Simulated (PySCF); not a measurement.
Structure with atom numbers: `[CH3:1][C:2]1=[CH:3][CH2:4][NH:5][CH2:6]1`; H(Xn) means a hydrogen on atom n.

Geometry: GFN2-xTB; GIAO absolute shieldings from PySCF 2.14.0 with density-fitted response routines, gas phase, non-relativistic, averaged over equivalent atoms.

At PBE0/6-31G-J (108 basis functions, 27 s wall time on 1 thread of an Intel Xeon, shared host):
```
atoms  σ (ppm)
   C2     47.1
   C3     62.1
   C6    131.7
   C4    135.1
   C1    176.5
   N5    219.3
H(C3)    27.37
H(C4)    29.25
H(C6)    29.36
H(C1)    31.14
H(N5)    32.24
```

Question: Predict the values at PBE0/6-311+G(2d,p) on the same geometry.

Answer: 
```
atoms  σ at PBE0/6-311+G(2d,p)  change
   C2                     39.4    -7.7
   C3                     58.5    -3.6
   C6                    126.6    -5.1
   C4                    130.0    -5.1
   C1                    173.2    -3.3
   N5                    214.5    -4.8
H(C3)                    26.14   -1.23
H(C4)                    28.11   -1.14
H(C6)                    28.25   -1.11
H(C1)                    30.10   -1.04
H(N5)                    30.72   -1.52
```

The largest change is at C2 (fully substituted alkene carbon). Cost: 216 basis functions, 78 s wall time on 1 thread of an Intel Xeon, shared host. The order of the carbon signals is the same at both levels.
